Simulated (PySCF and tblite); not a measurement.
C₄H₇NO, numbered as in [CH3:1][O:2][CH2:3][CH2:4][C:5]#[N:6]. Geometries PBE0-D3(BJ)/def2-SVP; weights from PBE0-D3(BJ)/def2-TZVP energies and GFN2-xTB thermal corrections, with symmetry numbers and mirror pairs. Conformers within 4 kcal/mol (GFN2-xTB free energy) were kept, 7 at most. GIAO shieldings: PBE0/pcSseg-1. Shifts are against TMS (¹H), TMS (¹³C), NH3 (¹⁵N) at the same level. Codes: tblite and PySCF.

Torsions listed: C1–O2–C3–C4, O2–C3–C4–C5. Of a mirror pair one member is shown.

```tsv
conformer	shape	point group	mirror pair	ΔE(DFT)	Δ(G−E) at 250 K	δ C5 (ppm)
1	179°, 180°	Cs	no	0.00	0.00	121.5
2	-174°, 64°	C1	yes	0.53	0.04	123.3
3	80°, 178°	C1	yes	1.20	0.18	121.6
4	80°, -76°	C1	yes	1.47	0.36	125.9
5	68°, 54°	C1	yes	1.75	0.22	122.0
```

Energies in kcal/mol; the thermal term leaves out symmetry numbers and mirror images.

Task: Work out the weights at 250 K and the ¹³C shift of C5 under fast exchange.

Result: RT = 0.497 kcal/mol. Each conformer gets RT ln(σ/g), with σ the rotational symmetry number and g = 2 for a mirror pair: 1: σ = 1, g = 1, G = 0.00 + 0.00 + 0.00 = 0.00, 0.00 above the lowest, exp(−ΔG/RT) = 1.000; 2: σ = 1, g = 2, G = 0.53 + 0.04 − 0.34 = 0.22, 0.22 above the lowest, exp(−ΔG/RT) = 0.637; 3: σ = 1, g = 2, G = 1.20 + 0.18 − 0.34 = 1.04, 1.04 above the lowest, exp(−ΔG/RT) = 0.124; 4: σ = 1, g = 2, G = 1.47 + 0.36 − 0.34 = 1.48, 1.48 above the lowest, exp(−ΔG/RT) = 0.051; 5: σ = 1, g = 2, G = 1.75 + 0.22 − 0.34 = 1.62, 1.62 above the lowest, exp(−ΔG/RT) = 0.038. The sum is 1.850, so the weights are 54.1, 34.4, 6.7, 2.8, 2.1 %. The averaged shift is 122.3 ppm. At 298.15 K it is 122.4 ppm. At 298.15 K the leading conformer alone gives 121.5 ppm and bare DFT energies give 122.2 ppm.


¹⁵N shifts are against a computed isolated NH3 molecule, about 20 ppm from the liquid.